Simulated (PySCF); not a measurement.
**Lithium: a sound run and one with changed settings**

Sound run: Li [He] 2s1, Li⁺ 1s2. Calculation: PySCF 2.14, in cc-pVTZ-DK (4s3p2d1f, 30 functions); scalar relativity by spin-free X2C-1e. The sound run starts from symmetry-adapted Hartree-Fock orbitals and uses a fine grid where one is needed.

Changed run: radial step 0.3 in ln r (0.13 in the sound run). This setting is unsound on purpose.

```
species  method  sound run (hartree)  changed run (hartree)  converged
     Li     UHF             -7.43338               -7.43338        yes
     Li    MN15             -7.48560               -7.48728        yes
     Li   M06-L             -7.48641               -7.48519        yes
    Li⁺     UHF             -7.23704               -7.23704        yes
    Li⁺    MN15             -7.29960               -7.29959        yes
    Li⁺   M06-L             -7.30095               -7.30106        yes
```

Ionisation energy of Li:

```csv
method,sound run (eV),changed run (eV)
UHF,5.343,5.343
MN15,5.061,5.107
M06-L,5.047,5.011
```

A coarse radial grid mis-integrates the density and the exchange-correlation energy, with errors of either sign; Hartree-Fock needs no grid.

For comparison, NIST gives 5.392 eV between the lowest levels.
